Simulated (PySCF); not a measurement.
**HBS (hydrogen boron sulfide) at MP2/STO-3G**

What is the energy change on altering one bond length of HBS (hydrogen boron sulfide) at MP2/STO-3G? Input form: a Python script.

Program for the calculation: PySCF 2.14.0.

9 further runs of the same task are left out: 9 set aside as unsound or not needed.

## (1) The system as given

HBS has 3 atoms, charge 0, and is taken as a singlet. SMILES: `B=S`. The coordinates come from a GFN2-xTB relaxation.

Bond lengths: B1–S2 1.592 Å, B1–H3 1.144 Å. Angles: S2–B1–H3 179.9°.

## (2) The energy at MP2/STO-3G

The input, start.xyz:

```xyz
3
BHS
B     -0.041030    -0.016100     0.142540
S      0.395320     0.146510    -1.379660
H     -0.354300    -0.130410     1.237110
```

The input, job.py:

```python
# hydrogen boron sulfide
from pyscf import gto, mp

mol = gto.Mole()
mol.atom = 'start.xyz'
mol.spin = 0
mol.basis = 'sto-3g'
mol.max_memory = 1860
mol.verbose = 3
mol.build()

mf = mol.RHF()
mf.conv_tol = 1e-10
mf.kernel()
if not mf.converged:
    mf = mf.newton().run(mf.mo_coeff, mf.mo_occ)

pt = mp.MP2(mf, frozen=6).run()
etot = pt.e_tot
print('Final energy', etot)
```

Command:

```console
$ OMP_NUM_THREADS=1 python job.py
```

The program printed:

```text
converged SCF energy = -418.121282919439
E(RMP2) = -418.223730437635  E_corr = -0.102447518195832
E(SCS-RMP2) = -418.22332591509  E_corr = -0.102042995650418
Final energy -418.223730437635
```

Wall time 0.6 s (1 thread of Arm Neoverse V2, shared host); peak memory 0.12 GiB.

## (3) The distorted shape, same level

The input, input.py:

```python
from pyscf import gto, mp

mol = gto.M(
    atom='''
B        0.115615       0.041059      -0.404781
S        0.551965       0.203669      -1.926981
H       -0.354300      -0.130410       1.237110
''',
    basis='sto-3g',
    verbose=3,
    max_memory=1860,
)

myscf = mol.RHF()
myscf.conv_tol = 1e-10
myscf.kernel()
if not myscf.converged:
    myscf = myscf.newton().run(myscf.mo_coeff, myscf.mo_occ)

pt = mp.MP2(myscf, frozen=6).run()
e_tot = pt.e_tot
print('E(%s) = %.9f' % ('MP2', e_tot))
```

Command:

```console
$ OMP_NUM_THREADS=1 python input.py
```

The program printed:

```text
converged SCF energy = -418.008289196951
E(RMP2) = -418.126895965513  E_corr = -0.118606768561887
E(SCS-RMP2) = -418.128782965358  E_corr = -0.120493768406699
E(MP2) = -418.126895966
```

It took 0.6 s on 1 thread of Arm Neoverse V2, shared host; peak memory 0.12 GiB.

## (4) Summary of results

At MP2/STO-3G, 6 core orbitals frozen:

| quantity | value |
| --- | --- |
| first shape: total energy | -418.22373 Eh |
| first shape: dipole moment (Hartree–Fock density) | 0.97 D |
| first shape: HOMO energy (Hartree–Fock orbitals) | -7.96 eV |
| first shape: LUMO energy (Hartree–Fock orbitals) | 7.83 eV |
| first shape: HOMO–LUMO gap (Hartree–Fock orbitals) | 15.78 eV |
| first shape: correlation energy (6 core orbitals frozen) | -102.4 mEh |
| distorted shape: total energy | -418.12690 Eh |
| distorted shape: dipole moment (Hartree–Fock density) | 1.01 D |
| distorted shape: HOMO energy (Hartree–Fock orbitals) | -7.98 eV |
| distorted shape: LUMO energy (Hartree–Fock orbitals) | 7.93 eV |
| distorted shape: HOMO–LUMO gap (Hartree–Fock orbitals) | 15.91 eV |
| distorted shape: correlation energy (6 core orbitals frozen) | -118.6 mEh |
| energy change with the B1–H3 bond stretched from 1.144 to 1.716 Å | 2.635 eV |

What this shows: With the B1–H3 bond stretched from 1.144 to 1.716 Å the energy rises by 2.64 eV (254 kJ/mol). The first shape isn't relaxed at this level, so the change isn't measured from a minimum. The minimal basis adds a large error of its own.
